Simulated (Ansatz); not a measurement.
A geometry relaxed with Ansatz (a quantum-chemistry and plane-wave program) with PBE0-D3(BJ)/def2-TZVP, charge 0, multiplicity 2:

```xyz
6

C     -0.4605     0.0284    -0.0278
O      1.9297    -0.1225     0.3118
C      0.9895    -0.0584    -0.3908
H     -0.6012     0.0216     1.0569
H     -0.9853    -0.8106    -0.4882
H     -0.8723     0.9415    -0.4619
```

Q: Write the SMILES of this molecule.

A: `C[C]=O`
